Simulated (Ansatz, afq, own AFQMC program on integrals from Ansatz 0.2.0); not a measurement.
AlH3 + SiH, doublet in cc-pVTZ along one coordinate

```yaml
atoms:
  - { symbol: Al, position_ang: [-1.7258, 0.0252, 0.0000] }
  - { symbol: H, position_ang: [-2.5187, 1.3986, 0.0000] }
  - { symbol: H, position_ang: [-2.5187, -1.3482, 0.0000] }
  - { symbol: H, position_ang: [-0.1400, 0.0252, 0.0000] }
  - { symbol: Si, position_ang: [1.7662, 0.0252, 0.0000] }
  - { symbol: H, position_ang: [2.1626, -1.4543, 0.0000] }
```

A hydrogen atom is moved from one rigid fragment to the other; the Al1–H4 distance tells how far. The two fragments are held close together, so this isn't a minimum-energy path and the start is a compressed complex. Energies in kJ/mol count from this geometry (1.586 Å) at the same level; the start stands on UHF, each point on the determinant named.

Basis cc-pVTZ. Noble-gas cores (and the filled d shells of Ga–Kr and In–Xe) are frozen. AFQMC by an in-house program on the Cholesky factors that Ansatz 0.2.0 writes for its CCSD(T) run. ph-AFQMC/CISD is guided by a CISD state made of CCSD amplitudes; releasing the constraint for a short imaginary time cuts its bias at the price of noise, slowly where states lie close. Uncertainties: one standard error, sampling alone.

Cautions, each for one point or more: the ph-AFQMC/CISD walk drifts between its halves.

```tsv
r(Al1–H4) / Å	det.	T1	weight	⟨S²⟩	B3LYP	CCSD	CCSD(T)
1.719	UHF	0.027	0.85	0.79	-0.1	2.9	1.4
1.786	UHF	0.028	0.84	0.78	5.7	10.5	8.2
1.852	UHF	0.030	0.84	0.78	14.7	21.7	18.4
1.919	UHF	0.033	0.84	0.78	27.6	37.0	32.7
2.052	UHF	0.039	0.82	0.78	68.0	82.7	75.9
```

(1) Estimate the curve of phaseless AFQMC with a CISD trial, counted from the same start.

Results:

(1) 
```json
{"r(Al1–H4) / Å": "1.719", "det.": "UHF", "T1": "0.027", "weight": "0.85", "⟨S²⟩": "0.79", "ph-AFQMC/CISD": "-0.2 ± 0.7"}
{"r(Al1–H4) / Å": "1.786", "det.": "UHF", "T1": "0.028", "weight": "0.84", "⟨S²⟩": "0.78", "ph-AFQMC/CISD": "7.1 ± 0.7"}
{"r(Al1–H4) / Å": "1.852", "det.": "UHF", "T1": "0.030", "weight": "0.84", "⟨S²⟩": "0.78", "ph-AFQMC/CISD": "16.6 ± 0.8"}
{"r(Al1–H4) / Å": "1.919", "det.": "UHF", "T1": "0.033", "weight": "0.84", "⟨S²⟩": "0.78", "ph-AFQMC/CISD": "31.2 ± 0.7"}
{"r(Al1–H4) / Å": "2.052", "det.": "UHF", "T1": "0.039", "weight": "0.82", "⟨S²⟩": "0.78", "ph-AFQMC/CISD": "75.7 ± 0.7"}
```

Weight is that of the determinant in the CISD state; at the start T1 is 0.025 and the weight 0.85, and ⟨S²⟩ is 0.79. Largest departures from phaseless AFQMC with a CISD trial: CCSD(T) 1.9 kJ/mol at 1.852 (on UHF), B3LYP -7.7 kJ/mol at 2.052, CCSD 7.0 kJ/mol at 2.052 (on UHF). The walk's constraint bias lies outside its error bars, so these are departures and not errors. Functionals count only at points shown to share the start's state and spin.

A walk keeps the symmetry of its determinant, which the program's search chose and which needn't be the lowest solution, so a lower state of the same spin and another symmetry isn't excluded.
